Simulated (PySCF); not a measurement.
Li2, SMILES [Li][Li].

Geometry optimised at B3LYP-D3(BJ)/def2-TZVPD.

Computed with TDDFT-CAM-B3LYP/def2-TZVPD (PySCF).

Vertical excitations; the highest root listed may be one member of a degenerate set. Gas-phase values at a fixed geometry. State labels are in the subgroup D2h.

Computed excitation energies, oscillator strengths and character:
```
state  symmetry  energy (eV)  λ (nm)      f                          main pairs
-----  --------  -----------  ------  -----  ----------------------------------
S1          B1u         2.08     596  0.460                     HOMO→LUMO 102 %
S2          B3u         2.64     469  0.494        HOMO→LUMO+2 (degenerate set)
S3          B2u         2.64     469  0.494        HOMO→LUMO+1 (degenerate set)
S4           Ag         2.90     427  0.000                    HOMO→LUMO+3 97 %
S5          B3g         3.40     365  0.000        HOMO→LUMO+5 (degenerate set)
S6          B2g         3.40     365  0.000        HOMO→LUMO+4 (degenerate set)
S7          B1u         4.11     302  0.007                   HOMO→LUMO+6 100 %
S8          B3u         4.57     271  0.010        HOMO→LUMO+9 (degenerate set)
S9          B2u         4.57     271  0.010        HOMO→LUMO+8 (degenerate set)
S10          Ag         4.62     269  0.000                    HOMO→LUMO+7 95 %
T1          B1u         1.12    1106      0                      HOMO→LUMO 94 %
T2          B2u         1.49     835      0        HOMO→LUMO+1 (degenerate set)
T3          B3u         1.49     835      0        HOMO→LUMO+2 (degenerate set)
T4           Ag         2.11     587      0  HOMO→LUMO+3 85 %, HOMO→LUMO+7 15 %
```
Triplets are in the Tamm–Dancoff approximation, which puts them higher than full response would, so one can lie above its singlet here.
